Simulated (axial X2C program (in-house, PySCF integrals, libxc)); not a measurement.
Values are calculated unless marked as measured or tabulated.
# SiO⁻: input and output

Program: an in-house all-electron X2C program for linear molecules (integrals from PySCF).

Input:
```json
{"zs": [14, 8], "q": -1, "bas": ["dyall-av3z", "dyall-av3z"], "levels": ["PBE0", "HF", "r2SCAN"], "cc": true, "r0": 1.64, "thr": -2.0, "nmax": 90, "npts": 10, "nst": 2, "ntry": 6}
```
```bash
python so2c.py task.json out
```

Keys: zs atomic numbers; q charge; bas basis sets; levels methods; cc coupled cluster on or off; r0 starting distance in Å; thr threshold in hartree for freezing inner shells (an s shell follows its p shell); nmax most natural virtual spinors; npts points on the curve; nst determinants followed; ntry starts of the search. HF also brings MP2.

Output of the HF step, 2c, at R = 1.561 Å for the state Ω = 1/2. It starts from PBE0 orbitals of this distance.

```
two-component X2C + atomic mean field  HF
basis functions 116  fitting functions 625  grid points 4350
iter        total energy     max residual
   1       -364.435283904     6.87e-02
   2       -364.450398829     6.41e-03
   3       -364.451131821     5.48e-03
   4       -364.451456972     1.86e-03
   5       -364.451532143     4.41e-04
   6       -364.451551133     2.57e-04
   7       -364.451556605     1.56e-04
   8       -364.451559515     8.54e-05
   9       -364.451560103     4.48e-05
  10       -364.451560295     1.57e-05
  11       -364.451560311     5.85e-06
  12       -364.451560313     5.88e-06
  13       -364.451560315     4.28e-06
  14       -364.451560315     2.87e-06
converged
one-electron -586.23761496  Coulomb 212.64403606  exact exchange -28.78459107  xc functional 0.00000000  nuclear repulsion 37.96787164  atomic mean-field constant -0.04126198
correlated 11  virtual 199  natural virtual 90  E(MP2) -0.360232059  MP2 remainder -0.013724185
iter   CCSD correlation   residual
   1     -0.333450794   1.82e-01
   2     -0.345989019   9.22e-02
   3     -0.350243585   3.01e-02
   4     -0.350279538   1.07e-02
   5     -0.350402197   3.90e-03
   6     -0.350426228   1.45e-03
   7     -0.350414629   6.53e-04
   8     -0.350416440   2.30e-04
   9     -0.350419245   8.67e-05
  10     -0.350417476   3.69e-05
  11     -0.350418117   1.67e-05
  12     -0.350417736   8.21e-06
  13     -0.350417742   4.02e-06
(T) -0.018280841  T1 0.0338  D1 0.0550  max T2 0.076
```
Energies are in hartree; totals compare only within one Hamiltonian and basis. T1 in the output is the amplitude norm over the root of the electron number; divide by √2 for the Lee–Taylor value. The determinant is spin-polarised beyond a pure state at some levels (its spin-free form has ⟨S²⟩ too high), which makes Re and μ there less reliable.
